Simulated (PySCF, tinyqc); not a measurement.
RKS/PBE in the sto-3g basis, for BH, spin multiplicity 1, step by step. The lowest restricted solution is unstable here: a spin-polarised one lies 0.0000 hartree lower (PySCF). One step of it, computed by the program tinyqc.

Question. Iteration 2: building the Kohn-Sham matrix. J_ij = sum D_kl (ij|kl); F = H + J + V_xc; E = tr D H + tr D J / 2 + E_xc + E_nn.

D after iteration 1:
```
,1B 1s,1B 2s,1B 2px,1B 2py,1B 2pz,2H 1s
1B 1s,2.151068,-0.560372,0.000000,0.000000,0.110001,0.015917
1B 2s,-0.560372,2.075602,0.000000,0.000000,-0.433277,-0.042859
1B 2px,0.000000,0.000000,1.989883,-0.141888,0.000000,0.000000
1B 2py,0.000000,0.000000,-0.141888,0.010117,0.000000,0.000000
1B 2pz,0.110001,-0.433277,0.000000,0.000000,0.090470,0.008932
2H 1s,0.015917,-0.042859,0.000000,0.000000,0.008932,0.000894
```

core Hamiltonian H = T + V (hartree):
```
,1B 1s,1B 2s,1B 2px,1B 2py,1B 2pz,2H 1s
1B 1s,-12.637390,-3.272519,0.000000,0.000000,-0.009402,-0.279521
1B 2s,-3.272519,-3.727294,0.000000,0.000000,-0.093411,-0.827828
1B 2px,0.000000,0.000000,-2.912834,0.000000,0.000000,0.000000
1B 2py,0.000000,0.000000,0.000000,-2.912834,0.000000,0.000000
1B 2pz,-0.009402,-0.093411,0.000000,0.000000,-2.970736,-0.869505
2H 1s,-0.279521,-0.827828,0.000000,0.000000,-0.869505,-2.045136
```

Two-electron integrals (ij|kl) in chemists' order, unique and non-zero (hartree):
```
i,j,k,l,(ij|kl)
1,1,1,1,2.923513
2,1,1,1,0.518376
2,1,2,1,0.109262
2,2,1,1,0.744229
2,2,2,1,0.193177
2,2,2,2,0.544804
3,1,3,1,0.020264
3,2,3,1,0.029996
3,2,3,2,0.120346
3,3,1,1,0.742491
3,3,2,1,0.193240
3,3,2,2,0.544682
3,3,3,3,0.586773
4,1,4,1,0.020264
4,2,4,1,0.029996
4,2,4,2,0.120346
4,3,4,3,0.031630
4,4,1,1,0.742491
4,4,2,1,0.193240
4,4,2,2,0.544682
4,4,3,3,0.523513
4,4,4,4,0.586773
5,1,5,1,0.020264
5,2,5,1,0.029996
5,2,5,2,0.120346
5,3,5,3,0.031630
5,4,5,4,0.031630
5,5,1,1,0.742491
5,5,2,1,0.193240
5,5,2,2,0.544682
5,5,3,3,0.523513
5,5,4,4,0.523513
5,5,5,5,0.586773
6,1,1,1,0.043432
6,1,2,1,0.009124
6,1,2,2,0.016199
6,1,3,3,0.016134
6,1,4,4,0.016134
6,1,5,1,0.000636
6,1,5,2,0.001185
6,1,5,5,0.016339
6,1,6,1,0.000784
6,2,1,1,0.132691
6,2,2,1,0.035139
6,2,2,2,0.113001
6,2,3,3,0.109573
6,2,4,4,0.109573
6,2,5,1,0.003792
6,2,5,2,0.025595
6,2,5,5,0.119736
6,2,6,1,0.003128
6,2,6,2,0.036717
6,3,3,1,0.003071
6,3,3,2,0.015350
6,3,5,3,0.004460
6,3,6,3,0.003400
6,4,4,1,0.003071
6,4,4,2,0.015350
6,4,5,4,0.004460
6,4,6,4,0.003400
6,5,1,1,0.137587
6,5,2,1,0.036846
6,5,2,2,0.124748
6,5,3,3,0.118480
6,5,4,4,0.118480
6,5,5,1,0.006312
6,5,5,2,0.040102
6,5,5,5,0.137136
6,5,6,1,0.003390
6,5,6,2,0.046948
6,5,6,5,0.062203
6,6,1,1,0.315633
6,6,2,1,0.084951
6,6,2,2,0.309819
6,6,3,3,0.293988
6,6,4,4,0.293988
6,6,5,1,0.009193
6,6,5,2,0.085758
6,6,5,5,0.341011
6,6,6,1,0.007598
6,6,6,2,0.140205
6,6,6,5,0.192757
6,6,6,6,0.774606
```

nuclear repulsion = 1.58152185 hartree

V_xc (hartree):
```
,1B 1s,1B 2s,1B 2px,1B 2py,1B 2pz,2H 1s
1B 1s,-1.897227,-0.290193,0.000000,0.000000,0.004015,-0.024192
1B 2s,-0.290193,-0.459646,0.000000,0.000000,0.037628,-0.067568
1B 2px,0.000000,0.000000,-0.514285,0.006495,0.000000,0.000000
1B 2py,0.000000,0.000000,0.006495,-0.427717,0.000000,0.000000
1B 2pz,0.004015,0.037628,0.000000,0.000000,-0.425403,-0.060476
2H 1s,-0.024192,-0.067568,0.000000,0.000000,-0.060476,-0.099315
```

E_xc = sum of w rho eps_xc = -4.52476865 hartree

Give: Coulomb J; Kohn-Sham matrix F; total energy of this density.

Answer.

Coulomb J (hartree):
```
,1B 1s,1B 2s,1B 2px,1B 2py,1B 2pz,2H 1s
1B 1s,8.797,1.796,0.000,0.000,-0.022,0.150
1B 2s,1.796,3.647,0.000,0.000,-0.099,0.687
1B 2px,0.000,0.000,3.725,-0.009,0.000,0.000
1B 2py,0.000,0.000,-0.009,3.600,0.000,0.000
1B 2pz,-0.022,-0.099,0.000,0.000,3.604,0.727
2H 1s,0.150,0.687,0.000,0.000,0.727,1.766
```

Kohn-Sham matrix F (hartree):
```
,1B 1s,1B 2s,1B 2px,1B 2py,1B 2pz,2H 1s
1B 1s,-5.737,-1.767,0.000,0.000,-0.027,-0.154
1B 2s,-1.767,-0.540,0.000,0.000,-0.155,-0.208
1B 2px,0.000,0.000,0.298,-0.002,0.000,0.000
1B 2py,0.000,0.000,-0.002,0.259,0.000,0.000
1B 2pz,-0.027,-0.155,0.000,0.000,0.208,-0.203
2H 1s,-0.154,-0.208,0.000,0.000,-0.203,-0.379
```

total energy of this density = -24.01672 hartree
